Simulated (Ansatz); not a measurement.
Zinc-blende ZnS, relaxed in Ansatz (plane waves) with several semilocal functionals. Each gives its own volume and its own elastic constant C11:

```tsv
level	V0 (Å³/atom)	elastic constant C11 (GPa)	ln V0	ln C11
LDA	18.570	116.8	2.9215	4.7605
PBEsol	19.209	107.1	2.9554	4.6738
PBE	20.161	96.90	3.0038	4.5737
```

**Question.** Fit a straight line to ln C11 against ln V0. What does it predict for r²SCAN, whose volume is 19.562 Å³/atom?

**Answer.** With x = ln V0 and y = ln C11: means 2.96023 and 4.66933; Σ(Δx Δy) = -0.007719, Σ(Δx²) = 0.003422, so the slope is -2.26. At x = 2.9736 the line gives y = 4.66933 + (-2.26) × (2.9736 − 2.96023) = 4.6391, or 103.5 GPa. The run with r²SCAN gives 107.5 GPa, +3.9 % from the line. The rows used scatter about it by up to 0.6 %, while the largest value lies 21 % above the smallest.

Measured: 98.1 GPa (measured, temperature not stated, no zero-point or thermal correction, our sources range from 98.1 to 104; as tabulated in Oses et al. (2018), arXiv:1811.08464).

Ansatz's density-functional and Hartree–Fock values are scalar-relativistic unless marked +SOC, with PAW data made under PBE.

Ansatz is a first-principles code.
